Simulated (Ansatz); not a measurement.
```yaml
crystal:
  periodic: [false, false, false]
  atoms:
    - {symbol: C, position_ang: [-0.239985, -1.182258, 0.849451]}
    - {symbol: C, position_ang: [0.320284, -0.344449, -0.519268]}
    - {symbol: C, position_ang: [0.028512, 1.312216, -0.440663]}
    - {symbol: F, position_ang: [-1.438163, 1.622782, -0.334286]}
    - {symbol: F, position_ang: [0.539921, 2.016956, -1.664287]}
    - {symbol: F, position_ang: [0.697518, 1.947915, 0.745574]}
    - {symbol: H, position_ang: [0.307293, -0.782950, 1.866425]}
    - {symbol: H, position_ang: [-0.003779, -2.375495, 0.737061]}
    - {symbol: H, position_ang: [-1.446720, -1.047361, 0.986685]}
    - {symbol: H, position_ang: [1.527437, -0.482740, -0.663060]}
    - {symbol: H, position_ang: [-0.218956, -0.748453, -1.540561]}
basis:
  gaussian: {orbitals: cc-pVTZ-PP, nuclear_model: gaussian}
hamiltonian: {xc: {name: B97M-V}}
output: {forces: true}
```

```sh
$ ansatz run in.yaml --threads 2 --pin off --events-out ev --progress --plain --max-ram 22528MiB --backend cpu
```

Shortened log:

```
Functional definition: B97M-V
Error: <dir> the basis set cc-pVTZ-PP has no functions for C
```

Task: Something in this input is off. What?

Result: The basis set is misnamed or doesn't suit the job. The input was rejected before any iteration.
